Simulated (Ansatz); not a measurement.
# AlH3, triplet along the distance Al1-H3

Starting geometry (PBE0/def2-TZVP stationary point for this spin, not checked as a minimum):

```xyz
4

Al    0.0000    0.0744   -0.0956
H     0.0000   -1.3724   -0.7540
H     0.4207   -0.3098    1.6570
H    -0.4207   -0.3098    1.6570
```

From there H3 moves along the line of the two atoms named below, all else staying in place; atoms are numbered as listed. Energies are in kcal/mol, counted from the starting geometry at the same level. Kohn–Sham curves are unrestricted where that lies lower.

Basis cc-pVDZ; Ansatz 0.2.0. Correlated methods freeze the noble-gas cores.

Full CI is exact within this basis and frozen core; it isn't the basis-set limit.

| distance Al1-H3 (Å) | PBE0 |
| --- | --- |
| 1.481 | 12.8 |
| 1.655 | 3.2 |
| 1.843 | 0.0 |
| 2.043 | 1.9 |
| 2.208 | 7.1 |
| 2.574 | 22.5 |
| 2.905 | 29.8 |
| 3.383 | 31.0 |
| 3.981 | 30.1 |
| 5.046 | 29.7 |
| 6.154 | 29.8 |

Task: Estimate the full CI curve in cc-pVDZ from this one, knowing how PBE0 errs.

Result: The computed full CI values, in kcal/mol from the starting point, and the error of PBE0 against them:
```
distance Al1-H3 (Å)  full CI  PBE0 less full CI
              1.481     13.3               -0.5
              1.655      3.3               -0.1
              1.843      0.0                0.0
              2.043      2.3               -0.4
              2.208      8.0               -1.0
              2.574     24.5               -2.0
              2.905     30.4               -0.6
              3.383     29.6                1.4
              3.981     27.8                2.3
              5.046     27.1                2.6
              6.154     27.1                2.6
```

The error spans 4.6 kcal/mol and is largest, 2.6 kcal/mol, at 6.154 Å.

In so small a basis the reference is far from its limit while semilocal and hybrid functionals are nearer theirs, so the functionals' errors here hold much of the reference's basis and frozen-core error, which can add to them or hide them.
